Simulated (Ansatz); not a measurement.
Geometry optimisation, Ansatz 0.2.0, RKS PBE/def2-SVP.

Input:

```yaml
crystal:
  periodic: [false, false, false]
  atoms:
    - { symbol: C, position_ang: [-0.91597, 1.36693, -1.05033] }
    - { symbol: C, position_ang: [-0.24944, 0.73257, -0.03233] }
    - { symbol: "N", position_ang: [0.08264, -0.52788, -0.2293] }
    - { symbol: C, position_ang: [0.72562, -1.27921, 0.69326] }
    - { symbol: H, position_ang: [-1.1484, 0.82356, -1.95821] }
    - { symbol: H, position_ang: [-1.22734, 2.39999, -0.97438] }
    - { symbol: H, position_ang: [-0.00798, 1.25049, 0.89909] }
    - { symbol: H, position_ang: [0.15818, -2.22556, 0.80154] }
    - { symbol: H, position_ang: [0.97203, -0.81726, 1.65774] }
    - { symbol: H, position_ang: [1.61066, -1.72363, 0.19292] }
total_charge: 1
basis:
  gaussian: { orbitals: def2-SVP }
hamiltonian:
  xc: pbe
relax:
  f_tol: 0.015
  max_steps: 40
```

Launched with:

```bash
$ ansatz run input.yaml --threads 1 --pin off --max-ram 2048MiB --backend cpu --events-out ev --progress --plain --runs-dir out
```

Where does it end, and by what steps?

The forces met the threshold. Limits of this set-up: the dipole of an ion depends on the origin. After 7 steps the energy has fallen by 0.100 eV; H6 moved furthest, 0.04 Å.

```
step  energy less start (eV)  largest force component (eV/Å)  accepted
   0                  0.0000                           1.626       yes
   1                 -0.0849                           0.751       yes
   2                 -0.0972                           0.194       yes
   3                 -0.0974                           0.187       yes
   4                 -0.0929                           0.347        no
   5                 -0.0995                           0.025       yes
   6                 -0.0994                           0.057        no
   7                 -0.0996                           0.005       yes
```

```xyz
10
Properties=species:S:1:pos:R:3
C -0.926 1.385 -1.062
C -0.254 0.731 -0.025
N 0.066 -0.541 -0.266
C 0.735 -1.287 0.700
H -1.145 0.826 -1.991
H -1.244 2.439 -0.975
H -0.011 1.249 0.928
H 0.157 -2.246 0.832
H 0.992 -0.806 1.667
H 1.630 -1.750 0.193
```

Run time: 15 s on 1 thread of Intel(R) Xeon(R) Platinum 8488C (Sapphire Rapids), with other jobs on the host, peak memory 0.17 GiB.
